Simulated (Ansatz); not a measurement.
Dichlorosilane + Cl• → `Cl[SiH]Cl`• + HCl at 500 K and 1 bar (hydrogen abstraction from the Si–H bond).

Calculated with Ansatz (gas phase, PBE0-D4/def2-TZVP geometries, no zero-point term in ΔE). CBS: MP2 limit from def2 TZ/QZ plus the TZ coupled-cluster correction, frozen cores. This one scheme is used for every species, atoms too. No spin–orbit coupling; open shells (•) take unrestricted orbitals. Spin–orbit coupling would lower the free atoms: a little for Cl.

```
     species  CCSD(T)/CBS energy (Eh)  H − E (kJ/mol)  S (J/(mol·K))
`Cl[SiH2]Cl`              -1209.93203            81.5          323.4
         Cl•               -459.70966            10.4          179.0
`Cl[SiH]Cl`•              -1209.27657            54.9          329.2
         HCl               -460.38127            32.5          201.9
```

H − E and S are ideal-gas, rigid-rotor, harmonic terms from PBE0-D4/def2-TZVP, with the whole ground term of open shells counted as degenerate. 1 Eh = 2625.50 kJ/mol, R = 8.31446 J/(mol·K).

**Question.** By hand: ΔE, ΔH, ΔS and ΔG.

**Answer.** ΔE = (-1209.27657) + (-460.38127) − (-1209.93203) − (-459.70966) = -0.01615 Eh = -42.4 kJ/mol. Δ(H − E) = 54.9 + 32.5 − 81.5 − 10.4 = -4.5, so ΔH = -46.9 kJ/mol. ΔS = 329.2 + 201.9 − 323.4 − 179.0 = 28.7 J/(mol·K). ΔG = -46.9 − 500 × (28.7)/1000 = -61.2 kJ/mol.

**Question.** By hand: the equilibrium constant, and the temperature at which ΔG would vanish if ΔH and ΔS stayed fixed.

**Answer.** log₁₀ K = −ΔG/(RT ln 10) = 6.4. ΔH and −TΔS have one sign here, so there is no such temperature.

ΔH outweighs TΔS. A doubt of 5 kJ/mol in ΔE shifts log₁₀ K by 0.5 here. These are equilibria of isolated gas molecules and say nothing of rates. Largest T1 diagnostic: 0.012 (customary marks: 0.02 for closed shells, 0.045 for open ones).
